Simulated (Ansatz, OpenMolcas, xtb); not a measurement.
# CH7AlSi (SMILES [CH3][AlH][SiH3]): the HOMO–LUMO gap, rung by rung

CH7AlSi has 10 atoms, charge 0, and is taken as a singlet. As SMILES, `[CH3][AlH][SiH3]`. The coordinates come from a PBE0-D4/def2-TZVP relaxation.

```xyz
10

C    -1.4284    0.9672   -0.7924
Al    0.4091    0.3095   -0.7209
Si    1.1617   -1.1073    1.1454
H    -1.9092    0.6593   -1.7275
H    -2.0506    0.6241    0.0366
H    -1.4380    2.0630   -0.7904
H     1.4169    0.7092   -1.8877
H     0.3349   -2.3476    1.2410
H     1.0002   -0.3950    2.4485
H     2.5866   -1.5336    1.0504
```

Each level gives the HOMO–LUMO gap (eV). The values are calculated.

| level | kind | program | value (eV) | CPU time |
| --- | --- | --- | --- | --- |
| GFN0-xTB | semi-empirical | xtb | 3.01 | under 2 s |
| HF/cc-pVDZ | Hartree–Fock | Ansatz | 10.88 | 2.8 s |
| SVWN5/cc-pVDZ | LDA | OpenMolcas | 3.64 | 15 s |
| PBE/cc-pVDZ | GGA | OpenMolcas | 3.77 | 20 s |
| M06-L/cc-pVDZ | meta-GGA | OpenMolcas | 4.42 | 27 s |
| B3LYP/cc-pVDZ | global hybrid | OpenMolcas | 5.23 | 20 s |
| HSE06/cc-pVDZ | range-separated hybrid | Ansatz | 4.84 | 8.6 s |
| B2PLYP/cc-pVDZ | double hybrid | Ansatz | 7.57 | 12 s |
| PBE-QIDH/cc-pVDZ | double hybrid | Ansatz | 8.80 | 12 s |

The values span 3.01 to 10.88 eV. Orbital gaps aren't excitation energies, and those of double hybrids come from the SCF part alone; they tend to grow with the share of exact exchange. Times are those of the runs behind each value, whatever else they computed, on shared processors of several kinds: orders of magnitude only.
